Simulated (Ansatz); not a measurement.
System: S2, charge 0, multiplicity 3. 
Geometry from a B3LYP-D3(BJ)/def2-TZVP (Ansatz, a first-principles code) optimisation:
```xyz
2

S      0.0000     0.0000    -0.9518
S      0.0000     0.0000     0.9518
```
Charge 0, spin multiplicity 3.

Basis-set convergence of Hartree-Fock and CCSD correlation energies (hartree) with Ansatz. Valence correlation only, unless marked. UHF or UKS for open shells. Spin-orbit coupling is left out. Non-relativistic.

```
basis        functions       E(HF)  E(corr, CCSD)
-----------  ---------  ----------  -------------
cc-pV(D+d)Z         46  -795.06746       -0.26565
cc-pV(T+d)Z         78  -795.09997       -0.34098
cc-pV(Q+d)Z        128  -795.10732       -0.36483
cc-pV(5+d)Z        200  -795.10863       -0.37321
```

Extrapolating the two largest sets (X = 4 and 5) as X^-3: E(corr) = (125·(-0.37321) - 64·(-0.36483))/61 = -0.3820 Eh, an estimate of the basis-set limit. The largest set recovers 97.7 % of it, the smallest 69.5 %.
